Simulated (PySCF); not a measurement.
Molfile (atoms numbered from 1):
```
C4H11P2
     RDKit          3D

 17 16  0  0  0  0  0  0  0  0999 V2000
   -2.6830   -0.0273    0.2986 C   0  0  0  0  0  0  0  0  0  0  0  0
   -1.6817    0.8230    0.0643 C   0  0  0  0  0  0  0  0  0  0  0  0
   -0.3960    0.8301    0.8352 C   0  0  0  0  0  0  0  0  0  0  0  0
    0.9642    0.1397   -0.1651 P   0  0  2  0  0  0  0  0  0  0  0  0
    0.6107   -1.5702   -0.6012 C   0  0  0  0  0  0  0  0  0  0  0  0
    2.8494    0.2400    0.9610 P   0  0  0  0  0  0  0  0  0  0  0  0
   -2.6341   -0.7815    1.0913 H   0  0  0  0  0  0  0  0  0  0  0  0
   -3.6068    0.0207   -0.2829 H   0  0  0  0  0  0  0  0  0  0  0  0
   -1.7809    1.5788   -0.7234 H   0  0  0  0  0  0  0  0  0  0  0  0
   -0.0942    1.8476    1.1368 H   0  0  0  0  0  0  0  0  0  0  0  0
   -0.4496    0.2135    1.7483 H   0  0  0  0  0  0  0  0  0  0  0  0
    1.0149    0.8851   -1.3666 H   0  0  0  0  0  0  0  0  0  0  0  0
    1.3611   -1.9432   -1.3133 H   0  0  0  0  0  0  0  0  0  0  0  0
   -0.3896   -1.6186   -1.0577 H   0  0  0  0  0  0  0  0  0  0  0  0
    0.6298   -2.1852    0.3108 H   0  0  0  0  0  0  0  0  0  0  0  0
    2.9207    1.6574    0.8043 H   0  0  0  0  0  0  0  0  0  0  0  0
    3.6203   -0.0389   -0.2082 H   0  0  0  0  0  0  0  0  0  0  0  0
  1  2  2  0
  2  3  1  0
  3  4  1  0
  4  5  1  0
  4  6  1  0
  1  7  1  0
  1  8  1  0
  2  9  1  0
  3 10  1  0
  3 11  1  0
  4 12  1  6
  5 13  1  0
  5 14  1  0
  5 15  1  0
  6 16  1  0
  6 17  1  0
M  CHG  1   4   1
M  END
```

Geometry: PBE0-D3(BJ)/def2-SVP; GIAO shifts from PySCF 2.14, gas phase, non-relativistic, averaged over equivalent atoms.

At CAM-B3LYP/pcSseg-1 (171 basis functions, 26 s wall time on 1 thread of an Arm Neoverse V2, shared host):
| atoms | δ (ppm) |
| --- | --- |
| C1 | 146.2 |
| C2 | 129.9 |
| C3 | 30.0 |
| C5 | 2.5 |
| P4 | -36.5 |
| P6 | -214.5 |
| H8 | 6.43 |
| H7 | 6.21 |
| H12 | 5.78 |
| H9 | 5.70 |
| H16/H17 | 3.54 |
| H10 | 2.97 |
| H11 | 2.54 |
| H13/H14/H15 | 1.85 |

Referencing at the same level of theory: TMS for ¹³C (σref 182.45), ¹H (σref 31.33); H3PO4 for ³¹P (σref 299.17).

Estimate the result of repeating the calculation with PBE0/pcSseg-1.

Answers


```
      atoms  δ at PBE0/pcSseg-1  change
         C1               144.1    -2.1
         C2               127.1    -2.8
         C3                30.5    +0.5
         C5                 3.0    +0.5
         P4               -38.7    -2.2
         P6              -219.8    -5.3
         H8                6.51   +0.08
         H7                6.27   +0.06
        H12                5.95   +0.17
         H9                5.73   +0.03
    H16/H17                3.62   +0.08
        H10                3.09   +0.12
        H11                2.63   +0.09
H13/H14/H15                1.87   +0.02
```

Shifts are taken against calculated references (same method and geometry level): ¹³C (σ = 184.41 ppm), ¹H (σ = 31.27 ppm) against TMS; ³¹P (σ = 310.13 ppm) vs H3PO4.

The largest change is at P6 (phosphorus bonded to P, 2 H). Cost: 171 basis functions, 20 s wall time on 1 thread of an Arm Neoverse V2, shared host. The order of the carbon signals is the same at both levels.

Experimental scales use liquid or dissolved standards, which lie at an offset from isolated H3PO4.
